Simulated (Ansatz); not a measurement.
A short molecular-dynamics run on `N=C=C(O)O`.

```yaml
crystal:
  periodic: [false, false, false]
  atoms:
    - {symbol: N, position_ang: [-1.025479, 0.042621, 1.785549]}
    - {symbol: C, position_ang: [-0.465804, 0.117143, 0.691650]}
    - {symbol: C, position_ang: [0.263349, 0.077604, -0.397882]}
    - {symbol: O, position_ang: [0.982940, 1.146761, -0.809353]}
    - {symbol: O, position_ang: [0.260083, -0.962385, -1.288056]}
    - {symbol: H, position_ang: [-1.958533, 0.464676, 1.793537]}
    - {symbol: H, position_ang: [1.874254, 0.845774, -1.024081]}
    - {symbol: H, position_ang: [0.161291, -1.789395, -0.807164]}
basis:
  gaussian: {orbitals: def2-SVP}
hamiltonian: {xc: {name: r2SCAN}}
md: {timestep: 1 fs, n_steps: 50, ensemble: nve, temperature: 1000, initial_velocities: maxwell_boltzmann, seed: 48}
```

```sh
$ ansatz run in.yaml --threads 2 --pin off --events-out ev --progress --plain --max-ram 4352MiB
```

```
step  time (fs)  potential energy (eV)  kinetic (eV)  T (K)  conserved (eV)
   0        0.0             -7694.5759        0.7756   1000      -7693.8004
   1        1.0             -7694.5273        0.7307    942      -7693.7967
   2        2.0             -7694.4198        0.6282    810      -7693.7916
   3        3.0             -7694.3288        0.5387    695      -7693.7901
   4        4.0             -7694.2816        0.4908    633      -7693.7908
   5        5.0             -7694.2674        0.4747    612      -7693.7927
   6        6.0             -7694.2591        0.4653    600      -7693.7938
   7        7.0             -7694.2451        0.4530    584      -7693.7921
   8        8.0             -7694.2475        0.4556    587      -7693.7919
   9        9.0             -7694.2676        0.4733    610      -7693.7943
  10       10.0             -7694.2723        0.4781    616      -7693.7943
  11       11.0             -7694.2573        0.4642    599      -7693.7931
  12       12.0             -7694.2378        0.4452    574      -7693.7926
  13       13.0             -7694.2228        0.4302    555      -7693.7926
  14       14.0             -7694.2129        0.4194    541      -7693.7935
  15       15.0             -7694.1937        0.3985    514      -7693.7952
  16       16.0             -7694.1402        0.3444    444      -7693.7958
  17       17.0             -7694.0469        0.2542    328      -7693.7926
  18       18.0             -7693.9611        0.1722    222      -7693.7890
  19       19.0             -7693.9345        0.1444    186      -7693.7901
  20       20.0             -7693.9539        0.1616    208      -7693.7923
  21       21.0             -7693.9871        0.1950    251      -7693.7921
  22       22.0             -7694.0328        0.2415    311      -7693.7913
  23       23.0             -7694.1017        0.3100    400      -7693.7917
  24       24.0             -7694.1866        0.3925    506      -7693.7941
  25       25.0             -7694.2494        0.4518    583      -7693.7976
  26       26.0             -7694.2418        0.4451    574      -7693.7967
  27       27.0             -7694.1818        0.3911    504      -7693.7908
  28       28.0             -7694.1508        0.3607    465      -7693.7901
  29       29.0             -7694.1602        0.3662    472      -7693.7940
  30       30.0             -7694.1578        0.3637    469      -7693.7941
  31       31.0             -7694.1373        0.3457    446      -7693.7915
  32       32.0             -7694.1348        0.3448    445      -7693.7900
  33       33.0             -7694.1734        0.3819    492      -7693.7915
  34       34.0             -7694.2307        0.4357    562      -7693.7950
  35       35.0             -7694.2576        0.4619    596      -7693.7957
  36       36.0             -7694.2461        0.4539    585      -7693.7922
  37       37.0             -7694.2456        0.4554    587      -7693.7902
  38       38.0             -7694.2835        0.4903    632      -7693.7932
  39       39.0             -7694.3181        0.5217    673      -7693.7964
  40       40.0             -7694.3019        0.5062    653      -7693.7957
  41       41.0             -7694.2423        0.4493    579      -7693.7930
  42       42.0             -7694.1771        0.3854    497      -7693.7917
  43       43.0             -7694.1271        0.3353    432      -7693.7918
  44       44.0             -7694.0931        0.3015    389      -7693.7916
  45       45.0             -7694.0772        0.2850    368      -7693.7921
  46       46.0             -7694.0748        0.2828    365      -7693.7919
  47       47.0             -7694.0919        0.3012    388      -7693.7906
  48       48.0             -7694.1426        0.3497    451      -7693.7929
  49       49.0             -7694.1946        0.3991    515      -7693.7956
  50       50.0             -7694.2081        0.4131    533      -7693.7950
```

Velocities are drawn at the set temperature; a run this short doesn't reach equilibrium.

Frames (Å, forces in eV/Å):

```xyz
8
time=0.0 fs
N    -1.025    0.043    1.786   -0.068   -0.246    0.769
C    -0.466    0.117    0.692   -0.243    0.146    0.057
C     0.263    0.078   -0.398    0.564   -0.077   -0.563
O     0.983    1.147   -0.809   -0.177    0.310   -0.050
O     0.260   -0.962   -1.288    0.044    0.058   -0.337
H    -1.959    0.465    1.794   -0.308    0.161    0.016
H     1.874    0.846   -1.024    0.225   -0.134   -0.040
H     0.161   -1.789   -0.807   -0.037   -0.218    0.149
8
time=2.0 fs
N    -1.003    0.034    1.773   -2.891    0.336    2.797
C    -0.490    0.141    0.687    1.549    0.164   -2.760
C     0.289    0.092   -0.388   -0.948   -2.080    0.306
O     0.970    1.139   -0.800    1.644    1.114   -0.904
O     0.257   -0.976   -1.286    0.360    1.622   -0.633
H    -1.993    0.458    1.789    1.259   -0.555    0.161
H     1.900    0.874   -1.004   -0.788    0.138    0.198
H     0.097   -1.812   -0.873   -0.184   -0.740    0.835
8
time=4.0 fs
N    -0.988    0.026    1.767   -3.142    0.243    3.233
C    -0.510    0.166    0.674    2.050    0.097   -3.414
C     0.311    0.100   -0.378   -2.020   -3.528    0.764
O     0.961    1.135   -0.793    2.115    2.095   -1.422
O     0.255   -0.987   -1.286    0.262    0.793    0.006
H    -1.983    0.432    1.791    1.160   -0.525    0.297
H     1.899    0.907   -0.977   -0.539    0.056    0.124
H     0.028   -1.858   -0.909    0.114    0.770    0.411
8
time=6.0 fs
N    -0.981    0.018    1.770   -0.795   -0.218    1.552
C    -0.524    0.190    0.651    1.009   -0.281   -1.241
C     0.327    0.098   -0.366   -2.039   -3.823    0.187
O     0.956    1.135   -0.790    1.120    2.482   -1.409
O     0.254   -0.995   -1.286    0.169    0.379    0.386
H    -1.933    0.387    1.803   -0.556    0.159    0.431
H     1.879    0.941   -0.945    0.713   -0.208   -0.125
H    -0.037   -1.876   -0.929    0.380    1.508    0.220
8
time=8.0 fs
N    -0.977    0.010    1.778    1.494   -0.378   -0.715
C    -0.534    0.214    0.624   -0.617   -0.813    1.944
C     0.337    0.083   -0.353   -1.140   -2.957   -1.245
O     0.955    1.141   -0.790    0.745    1.749   -1.160
O     0.253   -1.002   -1.285    0.595    1.455    0.249
H    -1.904    0.349    1.833   -1.935    0.713    0.478
H     1.885    0.968   -0.918    0.797   -0.223   -0.133
H    -0.090   -1.841   -0.939    0.061    0.454    0.582
8
time=10.0 fs
N    -0.969    0.002    1.783    0.228    0.501   -1.855
C    -0.547    0.235    0.603   -1.627   -1.233    3.908
C     0.343    0.058   -0.344   -0.218   -1.442   -2.383
O     0.955    1.151   -0.792    1.496    0.432   -0.843
O     0.254   -1.006   -1.283    1.111    2.362    0.074
H    -1.939    0.334    1.879   -0.059    0.138    0.184
H     1.916    0.987   -0.896   -0.488   -0.022    0.027
H    -0.140   -1.789   -0.927   -0.443   -0.737    0.887
8
time=12.0 fs
N    -0.960   -0.006    1.784   -1.253    1.062   -1.776
C    -0.564    0.253    0.594   -1.425   -1.531    3.807
C     0.348    0.029   -0.342    0.007    0.338   -2.291
O     0.959    1.163   -0.797    1.355   -0.652   -0.413
O     0.257   -1.005   -1.281    0.440    0.941    0.683
H    -1.978    0.326    1.933    1.594   -0.313   -0.200
H     1.932    1.005   -0.872   -0.842    0.032    0.037
H    -0.205   -1.759   -0.884    0.125    0.122    0.154
8
time=14.0 fs
N    -0.955   -0.010    1.780   -1.256    0.835   -1.002
C    -0.586    0.265    0.597   -0.338   -1.712    2.079
C     0.353    0.001   -0.348   -0.296    2.138   -1.122
O     0.966    1.173   -0.803   -0.083   -1.267   -0.041
O     0.261   -1.001   -1.278   -0.476   -0.508    1.084
H    -1.960    0.306    1.979    1.411   -0.188   -0.298
H     1.919    1.023   -0.848    0.215   -0.115   -0.042
H    -0.264   -1.726   -0.835    0.823    0.817   -0.658
8
time=16.0 fs
N    -0.952   -0.013    1.773    0.287   -0.064   -0.088
C    -0.608    0.272    0.607    0.923   -1.671   -0.306
C     0.357   -0.020   -0.357   -0.572    3.679    0.353
O     0.973    1.179   -0.808   -1.107   -1.630    0.129
O     0.264   -0.998   -1.272   -0.501   -0.599    0.478
H    -1.893    0.281    2.016   -0.523    0.434    0.118
H     1.914    1.037   -0.825    0.952   -0.216   -0.045
H    -0.295   -1.665   -0.809    0.541    0.067   -0.640
8
time=18.0 fs
N    -0.949   -0.016    1.766    1.234   -0.814    0.943
C    -0.628    0.274    0.616    1.849   -1.385   -2.411
C     0.360   -0.029   -0.365   -0.668    4.598    1.457
O     0.978    1.182   -0.814   -0.211   -1.955    0.189
O     0.266   -0.997   -1.265    0.222    0.096   -0.670
H    -1.845    0.272    2.057   -1.834    0.831    0.523
H     1.940    1.044   -0.804   -0.134   -0.075   -0.018
H    -0.307   -1.603   -0.806   -0.457   -1.296   -0.012
8
time=20.0 fs
N    -0.943   -0.020    1.761   -0.669   -0.411    2.449
C    -0.642    0.271    0.617    2.197   -1.026   -3.352
C     0.360   -0.024   -0.368   -0.821    4.532    1.800
O     0.982    1.181   -0.819    0.542   -1.994    0.247
O     0.269   -0.995   -1.259   -0.009   -0.200   -0.702
H    -1.858    0.292    2.115   -0.022    0.187   -0.239
H     1.962    1.047   -0.783   -0.945    0.014   -0.042
H    -0.333   -1.587   -0.806   -0.272   -1.102   -0.162
8
time=22.0 fs
N    -0.939   -0.026    1.763   -1.666    0.250    2.486
C    -0.649    0.265    0.608    1.914   -0.855   -2.410
C     0.357   -0.004   -0.366   -1.090    3.466    1.303
O     0.987    1.174   -0.823   -0.071   -1.631    0.222
O     0.271   -0.994   -1.255   -0.867   -0.887    0.119
H    -1.874    0.319    2.164    1.235   -0.369   -0.967
H     1.951    1.051   -0.764   -0.245   -0.084   -0.020
H    -0.367   -1.610   -0.813    0.791    0.109   -0.733
8
time=24.0 fs
N    -0.939   -0.031    1.772   -0.778    0.594    0.734
C    -0.650    0.256    0.591    1.164   -0.828   -0.065
C     0.351    0.026   -0.360   -1.243    1.751    0.229
O     0.991    1.164   -0.827   -1.025   -0.984    0.077
O     0.272   -0.995   -1.250   -0.667   -0.401    0.405
H    -1.847    0.334    2.178    0.753   -0.343   -0.916
H     1.933    1.051   -0.746    0.923   -0.220    0.073
H    -0.374   -1.631   -0.845    0.873    0.431   -0.538
8
time=26.0 fs
N    -0.941   -0.035    1.782    1.436    0.282   -1.644
C    -0.648    0.244    0.574    0.244   -0.723    2.419
C     0.342    0.063   -0.353   -1.169   -0.201   -0.984
O     0.994    1.151   -0.831   -0.117   -0.294   -0.012
O     0.271   -0.997   -1.245    0.631    1.182    0.014
H    -1.795    0.337    2.158   -1.168    0.307   -0.128
H     1.945    1.043   -0.725    0.332   -0.161    0.035
H    -0.350   -1.639   -0.897   -0.190   -0.392    0.300
8
time=28.0 fs
N    -0.940   -0.038    1.788    2.058    0.229   -2.540
C    -0.644    0.231    0.565   -0.454   -0.444    3.891
C     0.328    0.098   -0.349   -1.014   -1.963   -1.837
O     0.997    1.137   -0.835    1.375    0.459   -0.080
O     0.271   -0.996   -1.240    1.226    1.967   -0.144
H    -1.785    0.351    2.133   -1.754    0.462    0.118
H     1.968    1.030   -0.703   -0.792   -0.055   -0.096
H    -0.332   -1.661   -0.939   -0.645   -0.656    0.688
8
time=30.0 fs
N    -0.933   -0.040    1.788   -0.133    1.043   -1.404
C    -0.642    0.215    0.567   -0.522   -0.040    3.753
C     0.311    0.128   -0.351   -1.003   -3.187   -2.012
O     1.002    1.125   -0.838    1.448    1.218   -0.303
O     0.274   -0.990   -1.235    0.267    0.892    0.224
H    -1.834    0.380    2.109    0.181   -0.492   -0.510
H     1.965    1.013   -0.684   -0.569   -0.079   -0.067
H    -0.334   -1.703   -0.956    0.331    0.644    0.320
8
time=32.0 fs
N    -0.926   -0.039    1.784   -1.742    1.245    0.163
C    -0.641    0.200    0.582    0.177    0.416    2.025
C     0.291    0.147   -0.359   -1.100   -3.704   -1.619
O     1.011    1.116   -0.843    0.252    1.735   -0.580
O     0.278   -0.983   -1.229   -0.200    0.307    0.245
H    -1.880    0.391    2.068    1.254   -0.989   -0.580
H     1.942    0.994   -0.668    0.670   -0.216    0.164
H    -0.326   -1.723   -0.960    0.689    1.207    0.183
8
time=34.0 fs
N    -0.924   -0.035    1.780   -1.932    0.611    1.740
C    -0.640    0.186    0.603    1.324    0.841   -0.680
C     0.267    0.154   -0.373   -0.959   -3.426   -1.001
O     1.021    1.110   -0.849   -0.079    1.689   -0.466
O     0.281   -0.974   -1.224    0.393    0.999   -0.247
H    -1.881    0.366    2.006    0.696   -0.702   -0.045
H     1.942    0.966   -0.645    0.675   -0.228    0.215
H    -0.294   -1.700   -0.956   -0.117    0.215    0.485
8
time=36.0 fs
N    -0.927   -0.029    1.781   -0.666   -0.435    2.658
C    -0.635    0.174    0.622    2.218    1.052   -2.873
C     0.241    0.151   -0.390   -0.340   -2.340   -0.449
O     1.030    1.109   -0.856    0.601    1.069    0.120
O     0.286   -0.963   -1.218    0.864    1.389   -0.810
H    -1.859    0.315    1.943   -1.222    0.120    0.687
H     1.964    0.931   -0.615   -0.610   -0.012   -0.061
H    -0.267   -1.670   -0.934   -0.845   -0.844    0.727
8
time=38.0 fs
N    -0.932   -0.025    1.789   -0.368   -0.632    2.469
C    -0.622    0.166    0.632    2.129    0.950   -2.975
C     0.213    0.140   -0.408    0.634   -0.663   -0.084
O     1.041    1.110   -0.863    0.286    0.398    0.557
O     0.292   -0.949   -1.215   -0.207   -0.558   -0.703
H    -1.881    0.268    1.904   -1.562    0.339    0.817
H     1.966    0.895   -0.587   -0.936    0.110   -0.181
H    -0.268   -1.667   -0.886    0.023    0.056    0.101
8
time=40.0 fs
N    -0.939   -0.022    1.804   -1.783   -0.013    1.090
C    -0.603    0.161    0.633    0.996    0.628   -0.939
C     0.187    0.127   -0.426    1.661    1.142    0.045
O     1.052    1.112   -0.869   -1.194    0.077    0.518
O     0.298   -0.936   -1.213   -1.039   -2.480   -0.657
H    -1.955    0.232    1.896    0.539   -0.055    0.430
H     1.935    0.862   -0.565    0.072   -0.049    0.077
H    -0.268   -1.662   -0.834    0.747    0.750   -0.564
8
time=42.0 fs
N    -0.950   -0.019    1.821   -1.935    0.276   -0.802
C    -0.581    0.158    0.631   -0.414    0.280    1.627
C     0.167    0.118   -0.445    2.398    2.590    0.090
O     1.061    1.115   -0.873   -2.131   -0.087    0.414
O     0.301   -0.930   -1.213   -0.689   -2.801   -1.224
H    -2.011    0.195    1.904    1.651   -0.079    0.124
H     1.907    0.827   -0.541    0.781   -0.159    0.272
H    -0.243   -1.632   -0.802    0.340   -0.020   -0.502
8
time=44.0 fs
N    -0.966   -0.015    1.837   -0.468    0.143   -2.214
C    -0.560    0.156    0.634   -1.293    0.034    3.083
C     0.154    0.117   -0.463    2.499    3.262    0.400
O     1.065    1.117   -0.876   -1.274   -0.567    0.819
O     0.303   -0.929   -1.215    0.157   -2.022   -1.996
H    -2.009    0.155    1.917    0.975    0.222   -0.002
H     1.903    0.788   -0.507   -0.064    0.275   -0.166
H    -0.206   -1.604   -0.788   -0.533   -1.348    0.077
8
time=46.0 fs
N    -0.983   -0.011    1.846    2.144   -0.224   -2.863
C    -0.543    0.154    0.646   -1.343   -0.074    2.908
C     0.149    0.126   -0.479    1.863    2.874    1.095
O     1.065    1.117   -0.877   -0.504   -0.822    1.068
O     0.305   -0.934   -1.223   -0.140   -2.195   -1.560
H    -1.973    0.125    1.931   -1.196    0.631    0.053
H     1.899    0.759   -0.480   -0.614    0.653   -0.541
H    -0.186   -1.623   -0.773   -0.209   -0.843   -0.159
8
time=48.0 fs
N    -0.995   -0.008    1.848    2.446   -0.342   -2.447
C    -0.530    0.152    0.668   -0.701   -0.024    1.400
C     0.150    0.145   -0.492    0.763    1.557    1.867
O     1.064    1.116   -0.876   -0.801   -0.387    0.664
O     0.307   -0.944   -1.234   -0.825   -2.466   -0.428
H    -1.979    0.117    1.946   -1.482    0.669    0.003
H     1.874    0.754   -0.472    0.089    0.483   -0.316
H    -0.173   -1.673   -0.765    0.510    0.511   -0.742
8
time=50.0 fs
N    -1.000   -0.006    1.843   -0.117   -0.185   -1.007
C    -0.519    0.150    0.694    0.288    0.157   -0.751
C     0.154    0.168   -0.499   -0.337   -0.203    2.330
O     1.062    1.114   -0.873   -1.320    0.390    0.027
O     0.307   -0.960   -1.246   -0.675   -1.203    0.074
H    -2.034    0.135    1.961    0.696    0.339   -0.292
H     1.853    0.766   -0.475    1.112    0.090    0.127
H    -0.143   -1.706   -0.784    0.354    0.614   -0.509
```

Run time 2.9 min (2 threads of an Arm Neoverse N1 on a shared host); peak host memory 0.12 GiB.
